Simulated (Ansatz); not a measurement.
Results of HSE06-D3(BJ) (PAW; Ansatz, a program for electronic structure) for zinc-blende BeTe.

Numerical settings: plane-wave cutoff 460 eV, 8×8×8 k mesh, Fermi–Dirac smearing 0.01 eV, scalar-relativistic PAW data made under PBE.

Properties against volume:

```tsv
V (Å³/atom)	P (GPa)	direct gap at Γ (eV)	smallest gap on the k mesh (eV)
20.167	3.81	4.363	2.377
20.698	1.79	4.394	2.453
21.104	0.40	4.416	2.508
21.759	-1.58	4.447	2.591
22.115	-2.54	4.462	2.634
```

The fundamental gap (2.52 eV at the equilibrium volume, on the SCF mesh) lies elsewhere than Γ–Γ.

Spin–orbit coupling is not included; with these elements it can move the gap by several tenths of an eV or more.
